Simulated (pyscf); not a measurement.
PySCF, gas phase, ωB97X-D3(BJ)/def2-SVP geometries.

Question: For the elementary gas-phase step H₂N–Ta(OH)(Cl)(Cl)–Cl + hydrogen chloride (HCl) → H₂N–Ta(Cl)(Cl)(Cl)–Cl + water (H₂O) (singlet surface; O–Ta, Cl–H broken, Cl–Ta, H–O formed), what barrier and reaction energy does ωB97M-D3(BJ)/def2-TZVP give, measured from the separated reactants?

Answer: ΔE‡ = 11.3 kcal/mol, ΔE = -0.2 kcal/mol. Zero-point energy shifts the barrier by +0.1 kcal/mol. It is a four-centre exchange, with an imaginary mode of 740i cm⁻¹. On the reactant side the descent ends in a complex (not fully relaxed), 6.3 kcal/mol under the separated species and 13.3 kcal/mol under the saddle at ωB97X-D3(BJ)/def2-TZVP. On the product side the descent ends in an adduct with a O–Ta contact (not fully relaxed), 16.3 kcal/mol under the separated species and 27.2 kcal/mol under the saddle at ωB97X-D3(BJ)/def2-TZVP. What is counted as broken (O–Ta) persists as a longer contact in the product adduct; parting that adduct is a step of its own. At ωB97X-D3(BJ)/def2-TZVP the barrier from the zero used here is 7.0 kcal/mol. One saddle was located; it need not be the lowest between these sides. Elements past Kr carry the def2 core potentials, without spin-orbit coupling.
